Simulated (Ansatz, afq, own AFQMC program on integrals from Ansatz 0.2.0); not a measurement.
Integrals from Ansatz 0.2.0, then the random walk in our own AFQMC program (afq).

```yaml
crystal:
  periodic: [false, false, false]
  atoms:
    - {symbol: Cl, position_ang: [-1.626685, 0.026478, 0.000000]}
    - {symbol: H, position_ang: [-0.012685, 0.026478, 0.000000]}
    - {symbol: Si, position_ang: [1.875315, 0.026478, 0.000000]}
    - {symbol: H, position_ang: [2.487495, -0.847806, 1.090012]}
    - {symbol: H, position_ang: [2.487495, -0.847806, -1.090012]}
basis:
  gaussian: {orbitals: cc-pVTZ}
magnetization: {spin_polarized: false}
correlation: {method: ccsd_t, electrons: outside_noble_gas, hamiltonian_folder: ham}
```

```sh
$ ansatz run in.yaml --threads 1 --pin off --events-out ev --progress --plain --max-ram 24576MiB --backend cuda --devices 0, --max-vram 18GiB
```

Options of the walk:

```
--method phaseless --trial cisd --walkers 2100 --populations 20 --least-time 60 --time-step 0.005 --steps-per-block 50 --equilibration-blocks 28 --max-blocks 4000 --target-error 0.00022 --factor-cut 1e-05 --seed 8170 --release-times 0.24,0.51,0.99,1.62,2.4 --release-step 0.03 --release-every 3 --taylor-order 6
```

Times are imaginary, in 1/Eh. The walk had a cap of 241 s. With eight or more populations the least sampling time is a fifth of least-time, and the error comes from their spread.

Output of the walk:

```
orbitals 100  electrons 7 7  factors 620 of 633
reference energy -750.09133788 Eh
CCSD correlation -0.37303128 Eh in 14 cycles, weight of the determinant in the CISD state 0.8240
energy of the start -750.464363 Eh
 block  time / (1/Eh)  mean weight  energy / Eh
     1     0.250  1.0000  -750.456582
     2     0.500  0.9994  -750.460797
     3     0.750  1.0001  -750.465638
     4     1.000  1.0002  -750.469878
     5     1.250  0.9999  -750.472256
     7     1.750  1.0001  -750.476620
     9     2.250  0.9994  -750.477470
    11     2.750  0.9999  -750.478944
    21     5.250  0.9997  -750.480611
    31     7.750  0.9997  -750.480331
    41    10.250  1.0003  -750.481772
    51    12.750  0.9995  -750.480474
    61    15.250  1.0000  -750.481310
    71    17.750  0.9999  -750.481416
    81    20.250  0.9998  -750.480423
    91    22.750  0.9997  -750.483087
    96    24.000  0.9998  -750.478959
   101    25.250  0.9998  -750.481856
   106    26.500  1.0000  -750.484787
   111    27.750  0.9997  -750.483542
   121    30.250  1.0001  -750.483671
   131    32.750  1.0001  -750.480693
   141    35.250  1.0001  -750.482538
   151    37.750  1.0001  -750.480479
   161    40.250  1.0000  -750.483331
   171    42.750  1.0005  -750.482187
   181    45.250  1.0003  -750.483119
   191    47.750  1.0003  -750.481565
   201    50.250  0.9999  -750.481463
   211    52.750  1.0001  -750.483047
   216    54.000  0.9997  -750.481980
error from the spread of 20 populations
released: time / (1/Eh)  energy / Eh  error  mean overlap
  0.24  -750.482902  0.000239  0.9952
  0.51  -750.482944  0.000180  0.9929
  0.99  -750.483009  0.000181  0.9847
  1.62  -750.482927  0.000272  0.9769
  2.40  -750.482705  0.000419  0.9779
energy -750.482170 +/- 0.000205 Eh
(rows thinned)
```

The run passed its tests (sampling time, drift between the halves within three errors, error under three times the target), which doesn't prove that it has relaxed. The second half of the sampling lies below the first by 1.5 errors of their difference, so the energy may still be moving and its error bar be too small.

Against this walk (error 5.6 meV) on the same determinant: CCSD(T) 54.2 meV higher, CCSDT(Q) 19.7 meV lower. The error is statistical and leaves out the bias of the constraint. Released to 1.62 1/Eh the energy lies 21 ± 9 meV (both errors) below the phaseless value, which shows part or all of the bias of the constraint, and CCSDT(Q) lies 0.9 meV above the released value.

Cautions: constraint bias not in the error; higher spins were not checked; restricted determinant unstable towards unrestricted (UHF 359 meV lower, ⟨S²⟩ 0.69).

The walk took 2.7 min on 1 × NVIDIA H100 80GB HBM3 with 2 threads of AMD EPYC 7R13 Processor (Zen 3) (shared host) (the card was shared). The log's last line is the phaseless energy.

CCSDT and higher add their correlation energy to the determinant of the CCSD(T) run, since their own runs factorise the integrals more tightly (a shift of under 2 meV). A walk keeps the symmetry of its determinant, which the program's search chose and which needn't be the lowest solution, so a lower state of the same spin and another symmetry isn't excluded.
